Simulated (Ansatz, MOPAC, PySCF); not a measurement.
System: H6, lowest singlet found (which spin is the ground state isn't settled by this scan): linear chain of 6 equally spaced H atoms, symmetric stretch. Scanned: H-H spacing.

Levels: AM1, restricted, heats of formation (MOPAC); RHF/3-21G = restricted Hartree-Fock/3-21G (PySCF); RKS-LDA (SVWN5)/6-31G* = restricted LDA (SVWN5)/6-31G*, spherical d (PySCF); FCI/aug-cc-pVDZ = full CI/aug-cc-pVDZ, frozen core (Ansatz, a program for electronic structure).

Energies relative to the lowest point of each profile, in kcal/mol; the last columns give the difference from FCI:

```csv
r / Å,AM1,RHF/3-21G,RKS-LDA (SVWN5)/6-31G*,FCI/aug-cc-pVDZ,AM1 − FCI/aug-cc-pVDZ,RHF/3-21G − FCI/aug-cc-pVDZ,RKS-LDA (SVWN5)/6-31G* − FCI/aug-cc-pVDZ
0.63,103.1,168.1,179.3,181.9,-78.8,-13.8,-2.6
0.70,44.5,80.3,90.2,90.9,-46.4,-10.6,-0.7
0.77,12.2,30.8,38.4,38.2,-26.0,-7.4,0.2
0.84,0.0,6.8,11.3,10.8,-10.8,-4.0,0.5
0.90,1.6,0.0,1.4,1.0,0.6,-1.0,0.3
0.96,11.4,2.0,0.0,0.0,11.4,2.0,0.0
1.03,29.8,12.0,5.9,6.4,23.4,5.6,-0.4
1.12,60.0,32.5,21.4,22.1,37.9,10.4,-0.7
1.23,101.5,64.3,47.0,47.4,54.0,16.9,-0.4
1.35,147.5,103.0,78.8,77.8,69.7,25.2,1.0
1.53,213.5,163.3,128.0,121.8,91.7,41.5,6.2
1.71,274.1,222.3,174.7,159.0,115.1,63.2,15.7
1.98,353.2,303.6,236.5,198.8,154.4,104.8,37.7
2.25,415.9,374.2,286.9,221.6,194.3,152.6,65.3
2.61,475.9,450.8,337.2,235.4,240.5,215.3,101.8
3.06,523.9,521.3,378.5,241.1,282.8,280.1,137.4
```

AM1 is furthest from FCI/aug-cc-pVDZ at 3.06 (282.8 kcal/mol, above); its mean absolute difference over the points is 89.9 kcal/mol.

RHF/3-21G is furthest from FCI/aug-cc-pVDZ at 3.06 (280.1 kcal/mol, above); its mean absolute difference over the points is 59.7 kcal/mol.

RKS-LDA (SVWN5)/6-31G* is furthest from FCI/aug-cc-pVDZ at 3.06 (137.4 kcal/mol, above); its mean absolute difference over the points is 23.2 kcal/mol.
